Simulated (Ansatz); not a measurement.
A calculation with Ansatz (development build ahead of 0.2.0).

```yaml
crystal:
  periodic: [false, false, false]
  atoms:
    - { symbol: B, position_ang: [0.03334, -0.02383, -0.70137] }
    - { symbol: F, position_ang: [-0.00616, 0.01332, 0.42328] }
basis:
  gaussian: { orbitals: "6-31G" }
hamiltonian:
  xc: hf
```

The input is written out in the form of the current development build from the run's settings.

Output:

- Converged: yes
- Total energy: -124.01611 hartree
- Spin squared of the determinant: 0.000

Caution: no unrestricted run beside it, a lower state can exist.
